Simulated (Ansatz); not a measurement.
# H5Si with multiplicity 2: molecular dynamics

Aim: let a guess near a reaction's saddle point go and see which way it falls. Runs: 150 steps of 0.5 fs at constant energy, with velocities drawn for 600 K; 150 steps of 0.5 fs at constant energy, with velocities drawn for 100 K. Reaction type: H-abstraction.

All numbers below are computed with Ansatz 0.2.0 (UKS B3LYP/def2-SVP).

## 1. The structure to begin with

Bond lengths: Si2–H4 1.453 Å, Si2–H5 1.453 Å, Si2–H6 1.453 Å. Angles: H4–Si2–H5 113.6°, H4–Si2–H6 113.6°, H5–Si2–H6 113.6°.

Coordinates:

```xyz
6

H    -1.0844   -0.6276   -0.2357
Si    0.5135    0.2936    0.1072
H    -1.9214   -1.1019   -0.4050
H     0.3873    0.7420    1.4840
H     0.5371    1.3797   -0.8582
H     1.5680   -0.6858   -0.0923
```

## 2. Run 1

150 steps of 0.5 fs at constant energy, with velocities drawn for 600 K.

Input file input.yaml:

```yaml
crystal:
  periodic: [false, false, false]
  atoms:
    - { symbol: H, position_ang: [-1.0844, -0.6276, -0.2357] }
    - { symbol: Si, position_ang: [0.5135, 0.2936, 0.1072] }
    - { symbol: H, position_ang: [-1.9214, -1.1019, -0.405] }
    - { symbol: H, position_ang: [0.3873, 0.742, 1.484] }
    - { symbol: H, position_ang: [0.5371, 1.3797, -0.8582] }
    - { symbol: H, position_ang: [1.568, -0.6858, -0.0923] }
magnetization:
  spin_polarized: true
  initial_magnetization: 1
basis:
  gaussian: { orbitals: def2-SVP }
hamiltonian:
  xc: b3lyp
md:
  timestep: 0.5
  n_steps: 150
  ensemble: nve
  temperature: 600.0
  initial_velocities: maxwell_boltzmann
  seed: 224235
```

Started as:

```bash
$ ansatz run input.yaml --threads 1 --pin off --max-ram 2048MiB --backend cpu --events-out ev --progress --plain --runs-dir out
```

Output, cut to the lines that bear on the results:

```text
Warning: RAYON_NUM_THREADS=1 ignored (pool sized by the plan → 1); use --threads N
[...]
Functional definition: B3LYP
[...]
446 factors; integrals over basis functions are off by at most 3.8e-4 eV
[...]
mean field -7954.24934020 eV, -292.3132716685 hartree, gradient 3.6e-5 eV, S^2 0.757901; 0 other end points of the search recorded, 0 dependent functions left out
[...]
reference -7954.24956187 eV, -292.3132798146 hartree; 10, 9 occupied and 33, 34 virtual orbitals, 446 factors
md step     0: t =     0.00 fs  T =   600.0 K  F+E_penalty+E_count = -7954.24934020 eV  E_kin = 0.310224 eV  conserved = -7953.93911620 eV  (22 SCF iters)
[...]
md step    18: t =     9.00 fs  T =   819.6 K  F+E_penalty+E_count = -7954.36339471 eV  E_kin = 0.423757 eV  conserved = -7953.93963736 eV  (24 SCF iters)
[...]
md step    36: t =    18.00 fs  T =   875.5 K  F+E_penalty+E_count = -7954.38976596 eV  E_kin = 0.452648 eV  conserved = -7953.93711823 eV  (23 SCF iters)
[...]
md step    54: t =    27.00 fs  T =   755.2 K  F+E_penalty+E_count = -7954.32633700 eV  E_kin = 0.390487 eV  conserved = -7953.93585001 eV  (25 SCF iters)
[...]
md step    71: t =    35.50 fs  T =  1050.2 K  F+E_penalty+E_count = -7954.48112511 eV  E_kin = 0.543001 eV  conserved = -7953.93812452 eV  (23 SCF iters)
md step    72: t =    36.00 fs  T =  1228.3 K  F+E_penalty+E_count = -7954.57556990 eV  E_kin = 0.635087 eV  conserved = -7953.94048280 eV  (23 SCF iters)
```

## 3. The log goes on: dynamics from the start

Output, continued, cut to the lines that bear on the results:

```text
md step    73: t =    36.50 fs  T =  1368.6 K  F+E_penalty+E_count = -7954.65112912 eV  E_kin = 0.707641 eV  conserved = -7953.94348778 eV  (23 SCF iters)
[...]
md step    92: t =    46.00 fs  T =  1031.4 K  F+E_penalty+E_count = -7954.46797185 eV  E_kin = 0.533295 eV  conserved = -7953.93467720 eV  (21 SCF iters)
[...]
md step   111: t =    55.50 fs  T =  1246.6 K  F+E_penalty+E_count = -7954.58957584 eV  E_kin = 0.644542 eV  conserved = -7953.94503347 eV  (20 SCF iters)
[...]
md step   130: t =    65.00 fs  T =   951.9 K  F+E_penalty+E_count = -7954.42910789 eV  E_kin = 0.492191 eV  conserved = -7953.93691652 eV  (23 SCF iters)
[...]
md step   149: t =    74.50 fs  T =  1146.7 K  F+E_penalty+E_count = -7954.53204804 eV  E_kin = 0.592865 eV  conserved = -7953.93918300 eV  (21 SCF iters)
[...]
md step   150: t =    75.00 fs  T =  1340.9 K  F+E_penalty+E_count = -7954.63566351 eV  E_kin = 0.693323 eV  conserved = -7953.94234082 eV  (22 SCF iters)
Total energy: -7954.63592858 eV, -292.3274785295 hartree
Atom 0 at    -4.298467    -2.557798    -0.722105 Å, force    -1.104805    -0.883492     0.680397 eV/Å
Atom 1 at     0.701683     0.423716     0.097841 Å, force     0.702597     0.752704    -0.785770 eV/Å
Atom 2 at    -4.870314    -3.015202    -0.369664 Å, force     1.104735     0.883492    -0.680521 eV/Å
Atom 3 at     0.245398     0.612883     1.448245 Å, force    -0.591485     0.029372     1.032859 eV/Å
Atom 4 at     1.459290     1.681025    -0.272171 Å, force    -0.332256    -0.142009    -0.149856 eV/Å
Atom 5 at     1.707514    -0.639815     0.069250 Å, force     0.221214    -0.640066    -0.097111 eV/Å
Dipole moment:    -0.061730    -0.032223    -0.017720 e Å
```

Run time: 3.8 min. Hardware: 1 thread of Arm Neoverse N1, shared host; peak memory 0.1 GiB.

## 4. Frames and traces

The trajectory, every 8 steps (energies from step 0):

| time (fs) | T (K) | potential energy change (meV/atom) | total energy change (meV/atom) | H1–H3 (Å) | Si2–H1 (Å) |
| --- | --- | --- | --- | --- | --- |
| 0.0 | 600 | 0.0 | 0.00 | 0.98 | 1.88 |
| 4.0 | 703 | -9.1 | -0.22 | 0.82 | 2.04 |
| 8.0 | 938 | -29.7 | -0.62 | 0.78 | 2.20 |
| 12.0 | 743 | -12.1 | 0.21 | 0.87 | 2.33 |
| 16.0 | 1214 | -53.9 | -0.92 | 0.72 | 2.59 |
| 20.0 | 1013 | -35.5 | 0.11 | 0.86 | 2.72 |
| 24.0 | 1226 | -54.9 | -0.94 | 0.72 | 2.99 |
| 28.0 | 1016 | -35.8 | 0.10 | 0.85 | 3.15 |
| 32.0 | 1288 | -60.4 | -1.03 | 0.73 | 3.43 |
| 36.0 | 1228 | -54.4 | -0.23 | 0.83 | 3.61 |
| 40.0 | 1357 | -66.2 | -1.01 | 0.75 | 3.88 |
| 44.0 | 1305 | -61.2 | -0.43 | 0.81 | 4.08 |
| 48.0 | 1217 | -53.8 | -0.71 | 0.78 | 4.34 |
| 52.0 | 1337 | -64.2 | -0.73 | 0.79 | 4.56 |
| 56.0 | 1188 | -51.2 | -0.54 | 0.80 | 4.78 |
| 60.0 | 1485 | -77.3 | -1.06 | 0.77 | 5.03 |
| 64.0 | 1164 | -48.8 | -0.21 | 0.82 | 5.24 |
| 68.0 | 1379 | -68.2 | -1.06 | 0.74 | 5.49 |
| 72.0 | 1000 | -34.5 | 0.01 | 0.84 | 5.69 |
| 75.0 | 1341 | -64.4 | -0.54 | 0.81 | 5.88 |

time (fs), T (K) and a bar:
```
      0.0        600 ##
      3.5        625 ###
      6.5        541 
     10.0        603 ##
     13.0       1043 ###################
     16.5       1267 ###########################
     19.5        863 ############
     23.0        907 ##############
     26.0        870 ############
     29.5       1307 #############################
     32.5       1265 ###########################
     36.0       1228 ##########################
     39.0       1086 ####################
     42.5        850 ############
     45.5       1218 #########################
     49.0        949 ###############
     52.0       1337 ##############################
     55.5       1247 ##########################
     58.5        966 ################
     62.0       1000 #################
     65.0        952 ###############
     68.5       1218 #########################
     71.5       1142 #######################
     75.0       1341 ##############################
```

Bonds that form or break, judged by distance (formed within 1.15 times the sum of covalent radii and held on average over 12 fs, broken when stretched by half; pairs already stretched at the start don't count as bonds):

| time (fs) | bond | event |
| --- | --- | --- |
| 3.5 | H1–H3 | forms |

## 5. Frames from the trajectory

Positions (Å) and forces (eV/Å):

```xyz
6
time_fs=9.5 T=704 dE=-0.0531
H    -1.417   -0.724   -0.124   -1.474   -1.398   -1.004
Si    0.530    0.300    0.110    0.072    0.870   -1.659
H    -2.038   -1.262   -0.459    1.298    1.242    0.878
H     0.258    0.725    1.491    0.281    0.096    0.357
H     0.640    1.519   -0.925   -0.025   -1.135    1.114
H     1.596   -0.734   -0.157   -0.152    0.325    0.314
6
time_fs=19.0 T=779 dE=-0.0899
H    -1.796   -0.912   -0.141   -1.892   -2.023   -1.187
Si    0.545    0.316    0.093   -0.185   -1.020    2.404
H    -2.373   -1.511   -0.478    1.817    1.958    1.148
H     0.334    0.730    1.627    0.196   -0.390   -1.434
H     0.786    1.462   -0.701    0.271    1.318   -0.935
H     1.667   -0.685   -0.024   -0.207    0.158    0.005
6
time_fs=28.0 T=1016 dE=-0.2147
H    -2.198   -1.160   -0.223   -1.537   -1.656   -0.684
Si    0.562    0.328    0.097    0.668    0.830   -1.988
H    -2.756   -1.754   -0.464    1.517    1.639    0.675
H     0.434    0.657    1.452   -0.561    0.532    1.982
H     0.958    1.631   -0.672   -0.363   -0.899    0.347
H     1.689   -0.618    0.084    0.276   -0.446   -0.331
6
time_fs=37.5 T=1261 dE=-0.3458
H    -2.664   -1.477   -0.332    1.849    1.914    0.389
Si    0.595    0.349    0.097    0.582    0.539    0.735
H    -3.143   -1.975   -0.434   -1.850   -1.916   -0.391
H     0.288    0.687    1.608    0.224   -0.284   -1.173
H     1.033    1.633   -0.648   -0.280   -0.675    0.381
H     1.716   -0.697   -0.002   -0.524    0.421    0.060
6
time_fs=47.0 T=1128 dE=-0.2754
H    -3.086   -1.754   -0.428    2.337    2.296   -0.041
Si    0.636    0.374    0.104   -1.321   -1.237    1.008
H    -3.576   -2.236   -0.420   -2.334   -2.295    0.040
H     0.127    0.631    1.501    0.309   -0.111   -0.261
H     1.016    1.530   -0.581    0.605    1.745   -0.902
H     1.591   -0.715   -0.079    0.404   -0.398    0.156
6
time_fs=56.0 T=1188 dE=-0.3071
H    -3.445   -1.982   -0.526   -0.874   -0.811    0.191
Si    0.660    0.389    0.108    0.553    0.967   -1.961
H    -4.024   -2.518   -0.400    0.876    0.812   -0.191
H     0.146    0.568    1.438   -0.207    0.228    0.993
H     1.145    1.756   -0.617   -0.366   -1.512    0.912
H     1.591   -0.783   -0.019    0.018    0.316    0.057
6
time_fs=65.5 T=934 dE=-0.1700
H    -3.838   -2.240   -0.638   -2.275   -1.965    0.944
Si    0.680    0.410    0.092   -0.505   -1.007    1.874
H    -4.481   -2.796   -0.371    2.275    1.965   -0.944
H     0.196    0.586    1.602    0.316   -0.104   -1.350
H     1.284    1.634   -0.373    0.412    0.869   -0.391
H     1.676   -0.731    0.082   -0.224    0.242   -0.132
6
time_fs=75.0 T=1341 dE=-0.3863
H    -4.298   -2.558   -0.722   -1.105   -0.883    0.680
Si    0.702    0.424    0.098    0.703    0.753   -0.786
H    -4.870   -3.015   -0.370    1.105    0.883   -0.680
H     0.245    0.613    1.448   -0.592    0.029    1.033
H     1.459    1.681   -0.272   -0.332   -0.142   -0.150
H     1.708   -0.640    0.069    0.221   -0.640   -0.097
```

Reading of run 1. At the last frame the bonds meant to form are there and those meant to break are gone: it fell to the products. The temperature starts at 600 K and averages 1104 K in the second half, where it ranges from 794 to 1485 K; the start was no minimum (force components up to 1.2 eV/Å), and the potential energy that it sheds (44 meV/atom) turns into motion, which in so few atoms is no thermal temperature. The total energy strays from its start by at most 1.17 meV/atom, 1.3 % of the mean kinetic energy, which is good for a step of 0.5 fs. Bonds change: the first event comes at 3.5 fs (H1–H3 forms). By that distance rule the pieces at the end are H3Si + H2; a long dative bond can count as broken.

## 6. Run 2

150 steps of 0.5 fs at constant energy, with velocities drawn for 100 K.

Edit input.yaml of step 2 so:

```diff
@@ -20,4 +20,4 @@
   ensemble: nve
-  temperature: 600.0
+  temperature: 100.0
   initial_velocities: maxwell_boltzmann
-  seed: 224235
+  seed: 597959
```

Started as:

```bash
$ ansatz run input.yaml --threads 1 --pin off --max-ram 2048MiB --backend cpu --events-out ev --progress --plain --runs-dir out
```

Output, cut to the lines that bear on the results:

```text
Warning: RAYON_NUM_THREADS=1 ignored (pool sized by the plan → 1); use --threads N
[...]
[... 1 set-up line as earlier in the session ...]
[...]
446 factors; integrals over basis functions are off by at most 3.8e-4 eV
[...]
mean field -7954.24934020 eV, -292.3132716685 hartree, gradient 3.6e-5 eV, S^2 0.757901; 0 other end points of the search recorded, 0 dependent functions left out
[...]
reference -7954.24956187 eV, -292.3132798146 hartree; 10, 9 occupied and 33, 34 virtual orbitals, 446 factors
md step     0: t =     0.00 fs  T =   100.0 K  F+E_penalty+E_count = -7954.24934020 eV  E_kin = 0.051704 eV  conserved = -7954.19763620 eV  (22 SCF iters)
[...]
md step    19: t =     9.50 fs  T =   425.6 K  F+E_penalty+E_count = -7954.41872309 eV  E_kin = 0.220054 eV  conserved = -7954.19866869 eV  (23 SCF iters)
[...]
md step    38: t =    19.00 fs  T =   621.1 K  F+E_penalty+E_count = -7954.52000367 eV  E_kin = 0.321136 eV  conserved = -7954.19886736 eV  (23 SCF iters)
[...]
md step    57: t =    28.50 fs  T =   543.8 K  F+E_penalty+E_count = -7954.47741764 eV  E_kin = 0.281161 eV  conserved = -7954.19625643 eV  (23 SCF iters)
[...]
md step    74: t =    37.00 fs  T =   644.7 K  F+E_penalty+E_count = -7954.53005213 eV  E_kin = 0.333360 eV  conserved = -7954.19669172 eV  (22 SCF iters)
md step    75: t =    37.50 fs  T =   762.3 K  F+E_penalty+E_count = -7954.59231873 eV  E_kin = 0.394127 eV  conserved = -7954.19819205 eV  (23 SCF iters)
```

## 7. The log goes on: dynamics from the start

Output, continued, cut to the lines that bear on the results:

```text
md step    76: t =    38.00 fs  T =   899.4 K  F+E_penalty+E_count = -7954.66567460 eV  E_kin = 0.465026 eV  conserved = -7954.20064848 eV  (23 SCF iters)
[...]
md step    94: t =    47.00 fs  T =   893.6 K  F+E_penalty+E_count = -7954.66540855 eV  E_kin = 0.462038 eV  conserved = -7954.20337069 eV  (21 SCF iters)
[...]
md step   112: t =    56.00 fs  T =   668.9 K  F+E_penalty+E_count = -7954.53986455 eV  E_kin = 0.345825 eV  conserved = -7954.19403942 eV  (21 SCF iters)
[...]
md step   130: t =    65.00 fs  T =  1001.5 K  F+E_penalty+E_count = -7954.72248474 eV  E_kin = 0.517812 eV  conserved = -7954.20467272 eV  (21 SCF iters)
[...]
md step   148: t =    74.00 fs  T =   804.0 K  F+E_penalty+E_count = -7954.61414016 eV  E_kin = 0.415694 eV  conserved = -7954.19844610 eV  (23 SCF iters)
[...]
md step   149: t =    74.50 fs  T =   675.2 K  F+E_penalty+E_count = -7954.54590206 eV  E_kin = 0.349099 eV  conserved = -7954.19680311 eV  (22 SCF iters)
[...]
md step   150: t =    75.00 fs  T =   609.7 K  F+E_penalty+E_count = -7954.51134052 eV  E_kin = 0.315222 eV  conserved = -7954.19611872 eV  (23 SCF iters)
Total energy: -7954.51159000 eV, -292.3229091708 hartree
Atom 0 at    -3.761670    -2.111574    -0.515049 Å, force    -2.315416    -1.686305     1.072447 eV/Å
Atom 1 at     0.684554     0.392877     0.082982 Å, force    -0.305646    -0.173185    -0.216191 eV/Å
Atom 2 at    -4.432035    -2.599768    -0.204614 Å, force     2.315708     1.686434    -1.072721 eV/Å
Atom 3 at    -0.061595     0.463060     1.337085 Å, force    -0.415221     0.037281     0.484752 eV/Å
Atom 4 at     1.171941     1.712023    -0.296215 Å, force     0.180126     0.650319    -0.252605 eV/Å
Atom 5 at     1.804023    -0.523401     0.246351 Å, force     0.540450    -0.514544    -0.015681 eV/Å
Dipole moment:    -0.012572    -0.003693    -0.019217 e Å
```

It took 3.9 min on 1 thread of Arm Neoverse N1, shared host; peak memory 0.1 GiB.

## 8. What the atoms did

One step in 8; energies are changes from step 0:

| time (fs) | T (K) | potential energy change (meV/atom) | total energy change (meV/atom) | H1–H3 (Å) | Si2–H1 (Å) |
| --- | --- | --- | --- | --- | --- |
| 0.0 | 100 | 0.0 | 0.00 | 0.98 | 1.88 |
| 4.0 | 411 | -27.2 | -0.40 | 0.83 | 1.95 |
| 8.0 | 455 | -31.2 | -0.57 | 0.78 | 2.02 |
| 12.0 | 305 | -17.6 | 0.05 | 0.93 | 2.04 |
| 16.0 | 356 | -21.6 | 0.50 | 0.68 | 2.28 |
| 20.0 | 434 | -28.7 | 0.13 | 0.90 | 2.33 |
| 24.0 | 571 | -40.6 | 0.05 | 0.68 | 2.61 |
| 28.0 | 584 | -41.6 | 0.15 | 0.88 | 2.70 |
| 32.0 | 700 | -51.6 | 0.15 | 0.67 | 3.01 |
| 36.0 | 623 | -44.9 | 0.21 | 0.88 | 3.11 |
| 40.0 | 646 | -46.6 | 0.51 | 0.67 | 3.43 |
| 44.0 | 583 | -41.4 | 0.25 | 0.89 | 3.53 |
| 48.0 | 618 | -43.9 | 0.73 | 0.66 | 3.84 |
| 52.0 | 588 | -41.8 | 0.27 | 0.89 | 3.95 |
| 56.0 | 669 | -48.4 | 0.60 | 0.66 | 4.25 |
| 60.0 | 620 | -44.6 | 0.23 | 0.88 | 4.36 |
| 64.0 | 704 | -51.9 | 0.12 | 0.67 | 4.66 |
| 68.0 | 614 | -44.1 | 0.17 | 0.87 | 4.77 |
| 72.0 | 812 | -61.8 | -0.48 | 0.69 | 5.07 |
| 75.0 | 610 | -43.7 | 0.25 | 0.89 | 5.14 |

time (fs), T (K) and a bar:
```
      0.0        100 
      3.5        378 #########
      6.5        127 #
     10.0        369 #########
     13.0        446 ############
     16.5        410 ##########
     19.5        512 ##############
     23.0        816 ########################
     26.0        917 ###########################
     29.5        690 ####################
     32.5        631 ##################
     36.0        623 #################
     39.0        956 ############################
     42.5        938 ############################
     45.5        819 ########################
     49.0        892 ##########################
     52.0        588 ################
     55.5        675 ###################
     58.5        827 ########################
     62.0        996 ##############################
     65.0       1001 ##############################
     68.5        738 #####################
     71.5        643 ##################
     75.0        610 #################
```

Bonds that form or break, judged by distance (formed within 1.15 times the sum of covalent radii and held on average over 12 fs, broken when stretched by half; pairs already stretched at the start don't count as bonds):

| time (fs) | bond | event |
| --- | --- | --- |
| 3.5 | H1–H3 | forms |

## 9. Frames from the trajectory

Extended XYZ, with forces in eV/Å:

```xyz
6
time_fs=9.5 T=426 dE=-0.1694
H    -1.186   -0.701   -0.257   -1.331   -0.685   -0.096
Si    0.514    0.294    0.101    0.124    0.307    0.461
H    -1.964   -1.116   -0.312    1.056    0.539    0.043
H     0.327    0.714    1.569    0.184   -0.116   -0.756
H     0.658    1.451   -0.853   -0.014   -0.114    0.268
H     1.647   -0.666   -0.070   -0.019    0.070    0.081
6
time_fs=19.0 T=621 dE=-0.2707
H    -1.444   -0.844   -0.299   -1.755   -0.949    0.088
Si    0.522    0.300    0.096    1.111    0.109   -0.471
H    -2.197   -1.254   -0.263    1.589    0.855   -0.107
H     0.341    0.709    1.501   -0.168    0.036    0.354
H     0.792    1.544   -0.735   -0.172   -0.357    0.140
H     1.750   -0.622    0.006   -0.605    0.306   -0.005
6
time_fs=28.0 T=584 dE=-0.2493
H    -1.766   -1.017   -0.343   -2.432   -1.394    0.353
Si    0.549    0.312    0.091   -0.558    0.323    0.623
H    -2.528   -1.454   -0.236    2.373    1.358   -0.357
H     0.266    0.686    1.512   -0.131   -0.117   -0.027
H     0.829    1.547   -0.636    0.065    0.484   -0.475
H     1.692   -0.572    0.055    0.684   -0.654   -0.116
6
time_fs=37.5 T=762 dE=-0.3430
H    -2.175   -1.239   -0.381   -2.022   -1.229    0.454
Si    0.580    0.333    0.093    0.193    0.042    0.190
H    -2.892   -1.674   -0.223    2.010    1.220   -0.455
H     0.087    0.585    1.526    0.331   -0.047   -0.670
H     0.867    1.621   -0.685   -0.036   -0.536    0.425
H     1.742   -0.671    0.047   -0.475    0.551    0.057
6
time_fs=47.0 T=894 dE=-0.4161
H    -2.640   -1.499   -0.400    1.824    1.163   -0.526
Si    0.609    0.351    0.096    0.116   -0.557   -1.040
H    -3.220   -1.869   -0.232   -1.824   -1.165    0.525
H     0.027    0.511    1.399   -0.328    0.229    0.998
H     0.934    1.598   -0.615    0.103    0.336   -0.027
H     1.724   -0.629    0.061    0.110   -0.007    0.071
6
time_fs=56.0 T=669 dE=-0.2905
H    -3.041   -1.723   -0.422    3.805    2.543   -1.327
Si    0.632    0.361    0.087   -0.563    0.307    0.561
H    -3.570   -2.077   -0.237   -3.804   -2.543    1.326
H    -0.022    0.538    1.469    0.351   -0.093   -0.646
H     1.039    1.678   -0.490   -0.013   -0.025    0.031
H     1.774   -0.574    0.129    0.224   -0.190    0.054
6
time_fs=65.5 T=974 dE=-0.4570
H    -3.394   -1.913   -0.470   -0.758   -0.530    0.309
Si    0.652    0.373    0.081    0.933    0.260    0.279
H    -4.009   -2.343   -0.220    0.758    0.530   -0.310
H     0.003    0.539    1.422   -0.106   -0.120   -0.091
H     1.148    1.756   -0.341   -0.213   -0.487   -0.028
H     1.870   -0.559    0.233   -0.614    0.348   -0.160
6
time_fs=75.0 T=610 dE=-0.2620
H    -3.762   -2.112   -0.515   -2.315   -1.686    1.072
Si    0.685    0.393    0.083   -0.306   -0.173   -0.216
H    -4.432   -2.600   -0.205    2.316    1.686   -1.073
H    -0.062    0.463    1.337   -0.415    0.037    0.485
H     1.172    1.712   -0.296    0.180    0.650   -0.253
H     1.804   -0.523    0.246    0.540   -0.514   -0.016
```

Reading of run 2. At the last frame the bonds meant to form are there and those meant to break are gone: it fell to the products. The temperature starts at 100 K and averages 806 K in the second half, where it ranges from 557 to 1052 K; the start was no minimum (force components up to 1.2 eV/Å), and the potential energy that it sheds (61 meV/atom) turns into motion, which in so few atoms is no thermal temperature. The total energy strays from its start by at most 1.17 meV/atom, 2.0 % of the mean kinetic energy, fair for a step of 0.5 fs. The bonding pattern changes, first at 3.5 fs: H1–H3 forms. By that distance rule the pieces at the end are H3Si + H2; a long dative bond can count as broken.

## 10. Outcome

```
                                 quantity                                    value
                            run 1: length                      150 steps of 0.5 fs
  run 1: temperature, first and last step                           600 and 1341 K
          run 1: temperature, second half          mean 1104 K, from 794 to 1485 K
     run 1: potential energy, second half  -44 meV/atom from this run's first step
run 1: largest change of the total energy                            1.17 meV/atom
            run 1: bonds formed or broken                                        1
                            run 2: length                      150 steps of 0.5 fs
  run 2: temperature, first and last step                            100 and 610 K
          run 2: temperature, second half           mean 806 K, from 557 to 1052 K
     run 2: potential energy, second half  -61 meV/atom from this run's first step
run 2: largest change of the total energy                            1.17 meV/atom
            run 2: bonds formed or broken                                        1
```

What this shows: Mean temperatures of the second halves: 1104 K, 806 K. Bonds changed in run 1, run 2. Run 1: at the last frame the bonds meant to form are there and those meant to break are gone: it fell to the products. Run 2: at the last frame the bonds meant to form are there and those meant to break are gone: it fell to the products. A run of 75 fs with 6 atoms shows the motion but fixes no equilibrium value. The nuclei move classically, without zero-point motion, which matters most for hydrogen.
